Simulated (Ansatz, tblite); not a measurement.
Cost and result up the ladder for [SiH3]- (SiH₃⁻) (4 atoms). The state is a singlet with charge -1. Geometry: PBE0-D4/def2-TZVPD.

```xyz
4

Si   -0.495    0.375   -0.009
H     0.161   -0.161   -1.301
H    -0.514   -1.008    0.682
H     0.849    0.794    0.628
```

Ansatz on 4 threads of Arm Neoverse V1 on a shared host; xTB runs through tblite on one thread. Times are rough, summed over both states, and most runs start from the orbitals of an earlier one. CCSD(T)/def2-TZVPPD serves as the yardstick here, not as an exact answer. The other state is a doublet.

The xTB rows come from tblite. Correlated methods freeze 5 core orbitals.

Raw xTB energies of ions are shifted by several eV.

```
               level  functions  wall time  vertical IE (eV)  difference from CCSD(T)/def2-TZVPPD (eV)                       remarks
            GFN2-xTB         12    0.002 s              4.82                                      2.99                             –
   PBE-D4/def2-TZVPD         70     0.65 s              1.85                                      0.02  HOMO above zero (-1 singlet)
  PBE0-D4/def2-TZVPD         70      0.7 s              1.82                                     -0.01  HOMO above zero (-1 singlet)
r2SCAN-D4/def2-TZVPD         70      1.4 s              1.73                                     -0.09  HOMO above zero (-1 singlet)
 CCSD(T)/def2-TZVPPD         99        2 s              1.83                                      0.00                             –
```
